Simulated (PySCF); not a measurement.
Stepwise substitution at one centre (Al Cl-CH3). All species are isolated molecules in the gas phase. Strings in code marks are SMILES.

These are ωB97X-D3(BJ)/def2-TZVP // B3LYP-D3(BJ)/def2-TZVP (PySCF 2.14.0) values and carry that method's errors. All candidates: neutral, multiplicity 1. Excitations are Tamm–Dancoff values on a coarser integration grid. The basis has no diffuse functions, so Rydberg states are missing or too high.

| Property | Value |
|---|---|
| HOMO | -11.87 eV |
| S1 excitation (TDA) | 7.29 eV |
| dipole moment | 0.00 D |

Task: Which member has these values?
(A) `[CH3][Al]([CH3])[CH3]`
(B) `[Cl][Al]([Cl])[Cl]`
(C) `[CH3][Al]([CH3])[Cl]`
(D) `[CH3][Al]([Cl])[Cl]`

Result: B, `[Cl][Al]([Cl])[Cl]`. The others give `[CH3][Al]([CH3])[CH3]`: -10.00 eV, 5.99 eV, 0.00 D; `[CH3][Al]([CH3])[Cl]`: -10.35 eV, 6.11 eV, 2.10 D; `[CH3][Al]([Cl])[Cl]`: -11.32 eV, 6.94 eV, 2.04 D
